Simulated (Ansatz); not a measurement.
## C3H6, singlet: energies of several shapes or isomers

Computed with Ansatz's Gaussian-basis code (development build). Basis cc-pVDZ, nonrelativistic, 3 orbitals frozen in the corrections; active space CAS(2,2). Restricted Hartree–Fock, then the lowest state-specific CASSCF solution met for each case. Coupled cluster stands on the determinant that it favours, not always the lowest RHF. Single-reference values can break down or jump between states where bonds are stretched. Unlike active orbitals can shift such differences by tenths of an eV, at times by over 1 eV.

Case A:

```xyz
9

C     0.0000    0.6115    0.0000
C     0.0000   -0.3538    1.1504
C     0.0000   -0.3538   -1.1504
H    -0.9105    1.2002    0.0000
H     0.9105    1.2002    0.0000
H     0.9105   -0.4560    1.7302
H    -0.9105   -0.4560    1.7302
H    -0.9105   -0.4560   -1.7302
H     0.9105   -0.4560   -1.7302
```

Case B:

```xyz
9

C     0.0000    0.0000   -0.8670
C     0.0000   -0.7508    0.4335
C     0.0000    0.7508    0.4335
H     0.9105    0.0000   -1.4558
H    -0.9105    0.0000   -1.4558
H    -0.9105   -1.2607    0.7279
H     0.9105   -1.2607    0.7279
H     0.9105    1.2607    0.7279
H    -0.9105    1.2607    0.7279
```

Case C:

```json
{"atom": "C", "x (Å)": "0.0000", "y (Å)": "-0.2220", "z (Å)": "-1.2791"}
{"atom": "C", "x (Å)": "0.0000", "y (Å)": "0.4612", "z (Å)": "-0.1301"}
{"atom": "H", "x (Å)": "0.0000", "y (Å)": "-1.3081", "z (Å)": "-1.2946"}
{"atom": "H", "x (Å)": "0.0000", "y (Å)": "0.2794", "z (Å)": "-2.2408"}
{"atom": "H", "x (Å)": "0.0000", "y (Å)": "1.5499", "z (Å)": "-0.1638"}
{"atom": "C", "x (Å)": "0.0000", "y (Å)": "-0.1644", "z (Å)": "1.2306"}
{"atom": "H", "x (Å)": "0.0000", "y (Å)": "-1.2551", "z (Å)": "1.1613"}
{"atom": "H", "x (Å)": "0.8804", "y (Å)": "0.1425", "z (Å)": "1.8046"}
{"atom": "H", "x (Å)": "-0.8804", "y (Å)": "0.1425", "z (Å)": "1.8046"}
```

Energy less that of case A, in eV:

```tsv
case	RHF/ROHF	CASSCF	CCSD(T)
B	-3.725	-2.180	-2.625
C	-4.130	-2.889	-2.998
```

Question: What does SC-NEVPT2 give for these differences?

Answer: B: -2.642 eV (-60.9 kcal/mol); C: -3.084 eV (-71.1 kcal/mol).

Question: Which case is lowest, and do the methods agree?

Answer: C is lowest in SC-NEVPT2. Of the methods shown, RHF/ROHF, CASSCF, CCSD(T) agree.
